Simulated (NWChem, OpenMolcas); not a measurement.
# How basis sets differ on BClO (boron chloride oxide)

BClO: 3 atoms, total charge 0, spin state singlet. SMILES: `O=BCl`. The coordinates come from a GFN2-xTB relaxation.

```xyz
3

O     1.0196    0.6062    0.6270
B     0.1131    0.0666    0.0695
Cl   -1.1326   -0.6728   -0.6965
```

Quantity: the dipole moment, in D. The values are calculated.

| level | kind | program | value (D) |
| --- | --- | --- | --- |
| HF/STO-3G | Hartree–Fock | OpenMolcas | 0.54 |
| HF/3-21G | Hartree–Fock | OpenMolcas | 1.86 |
| HF/ANO-S-VDZP (Cholesky decomposition) | Hartree–Fock | OpenMolcas | 3.30 |
| HF/def2-SVP | Hartree–Fock | OpenMolcas | 2.98 |
| HF/6-311G | Hartree–Fock | NWChem | 2.45 |

The values span 0.54 to 3.30 D. Magnitudes only: a small dipole may point the other way at some levels. Sets without polarisation functions give poor dipoles.
